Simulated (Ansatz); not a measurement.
```yaml
crystal:
  periodic: [false, false, false]
  atoms:
    - {symbol: Fe, position_ang: [0.000000, 0.000000, 0.000000]}
    - {symbol: O, position_ang: [0.000000, 0.000000, 1.980000]}
basis:
  gaussian: {orbitals: def2-TZVP}
magnetization: {spin_polarized: true, initial_magnetization: 2}
hamiltonian: {xc: pbe0}
relax: {f_tol: 0.004, max_steps: 80}
```

```sh
$ ansatz run in.yaml --threads 1 --pin off --events-out ev --progress --plain --max-ram 2176MiB
```

Steps of the relaxation (energy above the last step; positions in Å, forces in eV/Å):

```
2
step 1, 420.5 meV
Fe    0.000    0.000    0.000    0.000    0.000    2.589
O     0.000    0.000    1.980    0.000    0.000   -2.589
```

```
2
step 2, 154.9 meV
Fe    0.000    0.000    0.059    0.000    0.000    1.864
O     0.000    0.000    1.921    0.000    0.000   -1.864
```

```
2
step 3, 30.8 meV
Fe    0.000    0.000    0.102    0.000    0.000    0.937
O     0.000    0.000    1.878    0.000    0.000   -0.937
```

```
2
step 5, 0.0 meV
Fe    0.000    0.000    0.133    0.000    0.000    0.000
O     0.000    0.000    1.847    0.000    0.000    0.000
```

Close pairs at the end: Fe1–O2 1.713 Å.

A stationary point of unrestricted PBE0 after 5 steps, with ⟨S²⟩ = 3.105 against 2.00 for a pure state. 88 s on 1 thread of AMD EPYC 9R14, shared host.
